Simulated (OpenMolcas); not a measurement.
**How basis sets differ on BNH4 (SMILES BN)**

BNH4 has 6 atoms, charge 0, and is taken as a singlet. SMILES: `BN`. The shape is that of a PBE0-D4/def2-TZVP optimisation.

Quantity: the dipole moment, in D. The values are calculated.

```
             level           kind     program  value (D)  CPU time
   B3LYP5/def2-SVP  global hybrid  OpenMolcas       2.22     3.9 s
  B3LYP5/def2-SVPD  global hybrid  OpenMolcas       1.94     6.4 s
  B3LYP5/def2-TZVP  global hybrid  OpenMolcas       1.98     8.7 s
 B3LYP5/def2-TZVPD  global hybrid  OpenMolcas       1.91      17 s
B3LYP5/def2-TZVPPD  global hybrid  OpenMolcas       1.91      36 s
```

The values span 1.91 to 2.22 D. CPU times are rough (shared hosts, several kinds of processor): they show what a rung costs within a factor of a few.
